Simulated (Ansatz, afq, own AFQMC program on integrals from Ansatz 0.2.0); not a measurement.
## AlGeH3, singlet in cc-pVDZ, levels against CCSDT(Q)

```xyz
5

Ge    0.0037    0.0000    0.6668
Al   -0.0890    0.0000   -1.6477
H     0.8350    1.0566   -0.4001
H     0.8350   -1.0566   -0.4001
H     0.4473    0.0000   -3.1465
```

Connectivity, by distances: Ge–AlH, 2 bridging H.

Basis cc-pVDZ. Noble-gas cores (and the filled d shells of Ga–Kr and In–Xe) are frozen. Integrals, coupled cluster, full CI and functionals: Ansatz 0.2.0; the random walks run on the same integrals in our own AFQMC program. ph-AFQMC/CISD is guided by a CISD state made of CCSD amplitudes; releasing the constraint for a short imaginary time cuts its bias at the price of noise, slowly where states lie close. Uncertainties: one standard error, sampling alone. No spin–orbit coupling.

Determinant: RHF, the one that the program's search chose, which needn't be the lowest solution. The geometry is a point of a scan.

No full CI on the walks' own integrals is used here; CCSDT(Q) serves as the reference and is uncertain by about the last step of the cluster series.

Cautions: no relativity below Rb; no spin-orbit coupling; inner d shell frozen.

The T1 diagnostic is 0.0175. The weight of the determinant in the CISD state is 0.859 and the size of the correlated space is 10 electrons in 41 orbitals.

```json
{"level": "MP2", "correlation energy (eV)": "-4.4433"}
{"level": "CCSD", "correlation energy (eV)": "-5.4026"}
{"level": "CCSD(T)", "correlation energy (eV)": "-5.6075"}
```

Problem. Estimate where phaseless AFQMC with a CISD trial lies against CCSD(T) on the same integrals.

Solution. 3.1 ± 1.3 kJ/mol below CCSD(T).

Reference: CCSDT(Q), correlation energy -5.655 eV. The released energy is read at 2.40 1/Eh (meV from the phaseless value at times in 1/Eh: 0 ± 12 at 0.24, -9 ± 9 at 0.51, -9 ± 8 at 0.99, -4 ± 10 at 1.62, 13 ± 12 at 2.40).

| level | E − E(reference) (kJ/mol) | share of correlation (%) |
| --- | --- | --- |
| CCSD(T) | 4.6 | 99.17 |
| CCSDT | 1.3 | 99.76 |
| ph-AFQMC/HF | -10.7 ± 4.5 | 101.96 |
| ph-AFQMC/CISD | 1.4 ± 1.3 | 99.74 |
| released AFQMC | 2.7 ± 1.1 | 99.50 |

A walk keeps the symmetry of its determinant, which the program's search chose and which needn't be the lowest solution, so a lower state of the same spin and another symmetry isn't excluded. Released energies are given only where the last usable release times agree within the noise; a slower fall can still hide under it.
